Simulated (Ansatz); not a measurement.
Geometry optimisation, RKS PBE-D4/def2-SVP in Ansatz 0.2.0.

Input file:

```yaml
crystal:
  periodic: [false, false, false]
  atoms:
    - { symbol: Al, position_ang: [0.0, 0.0, 0.0] }
    - { symbol: F, position_ang: [0.0, 0.0, 2.04] }
    - { symbol: H, position_ang: [1.351, 0.0, -0.78] }
    - { symbol: H, position_ang: [-1.351, 0.0, -0.78] }
    - { symbol: "N", position_ang: [0.0928, -2.1047, 0.7] }
    - { symbol: H, position_ang: [-0.4256, -2.8627, 0.1705] }
    - { symbol: H, position_ang: [0.6555, -2.3517, 1.5637] }
    - { symbol: H, position_ang: [0.0544, -1.2334, 1.7877] }
basis:
  gaussian: { orbitals: def2-SVP }
hamiltonian:
  xc: pbe
  dispersion: d4
relax:
  f_tol: 0.15
  max_steps: 25
  restrain:
    - { distance: [0, 4], at: 3.12, k: 30.0 }
    - { distance: [7, 1], at: 2.12, k: 30.0 }
    - { distance: [0, 1], at: 1.69, k: 30.0 }
    - { distance: [7, 4], at: 1.06, k: 30.0 }
```

Command:

```bash
$ ansatz run input.yaml --threads 2 --pin off --max-ram 3072MiB --backend cpu --events-out ev --progress --plain --runs-dir out
```

**Question.** Where does it end, and by what steps?

**Answer.** It converged. The restraints hold the end off the free minimum. After 8 steps the energy has fallen by 2.335 eV (the restraints' own energy left out); H6 moved furthest, 0.89 Å. Parted: Al1–N5. Joined: N5–H8.

```json
{"step": "0", "energy less start (eV)": "0.0000", "largest force component (eV/Å)": "3.086", "accepted": "yes"}
{"step": "1", "energy less start (eV)": "0.1225", "largest force component (eV/Å)": "4.573", "accepted": "yes"}
{"step": "2", "energy less start (eV)": "-0.3820", "largest force component (eV/Å)": "3.773", "accepted": "yes"}
{"step": "3", "energy less start (eV)": "-1.1880", "largest force component (eV/Å)": "2.921", "accepted": "yes"}
{"step": "4", "energy less start (eV)": "-1.8697", "largest force component (eV/Å)": "2.601", "accepted": "yes"}
{"step": "5", "energy less start (eV)": "-2.0616", "largest force component (eV/Å)": "1.864", "accepted": "yes"}
{"step": "6", "energy less start (eV)": "-2.2776", "largest force component (eV/Å)": "1.075", "accepted": "yes"}
{"step": "7", "energy less start (eV)": "-2.3182", "largest force component (eV/Å)": "0.927", "accepted": "yes"}
{"step": "8", "energy less start (eV)": "-2.3349", "largest force component (eV/Å)": "0.957", "accepted": "yes"}
```

```xyz
8
Properties=species:S:1:pos:R:3
Al 0.027 0.405 -0.138
F -0.166 0.339 1.546
H 1.499 0.692 -0.675
H -1.314 0.401 -0.998
N 0.113 -2.476 0.989
H -0.658 -3.155 0.975
H 0.966 -2.980 1.262
H -0.090 -1.778 1.742
```

Whether the end is a true minimum wasn't checked by a vibrational analysis.

Time of the run: 40 s on 2 threads of AMD EPYC (Zen 3), on a shared host, peak memory 0.14 GiB.
